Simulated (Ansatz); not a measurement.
Ansatz (an electronic-structure program) input (LC-wPBE/def2-TZVPD):

Ansatz 0.2 input:
```yaml
crystal:
  periodic: [false, false, false]
  atoms:
    - {symbol: C, position_ang: [-0.15695778, 0.14380206, -0.00182283]}
    - {symbol: O, position_ang: [0.16307591, 1.35350479, 0.03373055]}
    - {symbol: O, position_ang: [-1.29844570, -0.37101053, -0.03666319]}
    - {symbol: C, position_ang: [1.02325564, -0.88112702, 0.00259799]}
    - {symbol: H, position_ang: [1.99411815, -0.38119220, -0.01032534]}
    - {symbol: H, position_ang: [0.95217891, -1.51222557, 0.89410494]}
    - {symbol: H, position_ang: [0.93887411, -1.54258662, -0.86496950]}
basis:
  gaussian:
    orbitals: def2-TZVPD
hamiltonian:
  xc: {name: LC-wPBE}
total_charge: -1
output: {forces: true}
```

End of the output:

```
integrals: 0.09 GiB planned
869 factors; their error is unknown
integrals: 0.12 GiB planned
369 factors; integrals over basis functions are off by at most 3.3e-5 eV
mean field: 0.83 GiB planned
mean field evaluation 1: about -6214.0391 eV, gradient 4.2e1 eV
mean field evaluation 2: about -6213.9587 eV, gradient 4.8e1 eV
mean field evaluation 4: about -6217.2991 eV, gradient 1.6e0 eV
mean field evaluation 8: about -6217.3058 eV, gradient 6.6e-2 eV
mean field evaluation 16: about -6217.2831 eV, gradient 4.3e-4 eV
mean field -6217.28307422 eV, -228.4809387519 hartree, gradient 7.0e-5 eV, S^2 0.000000; 0 other end points of the search recorded, 0 dependent functions left out
the calculation of the forces begins
reference -6217.28307423 eV, -228.4809387522 hartree; 16, 16 occupied and 165, 165 virtual orbitals, 869 factors
Total energy: -6217.28307423 eV, -228.4809387522 hartree
Atom 0 at    -0.156958     0.143802    -0.001823 Å, force     0.203252    -0.174444     0.006705 eV/Å
Atom 1 at     0.163076     1.353505     0.033731 Å, force    -0.157166    -0.316707    -0.012416 eV/Å
Atom 2 at    -1.298446    -0.371011    -0.036663 Å, force     0.292422     0.206952     0.008897 eV/Å
Atom 3 at     1.023256    -0.881127     0.002598 Å, force    -0.222130     0.153147    -0.000707 eV/Å
Atom 4 at     1.994118    -0.381192    -0.010325 Å, force    -0.066742     0.016530     0.000413 eV/Å
Atom 5 at     0.952179    -1.512226     0.894105 Å, force    -0.025263     0.057603    -0.040890 eV/Å
Atom 6 at     0.938874    -1.542587    -0.864969 Å, force    -0.024372     0.056920     0.037998 eV/Å
Dipole moment:     0.604164    -0.518977     0.001795 e Å
```

It need not be the lowest isomer of its formula. Whether it binds its extra electron was not tested at this geometry.
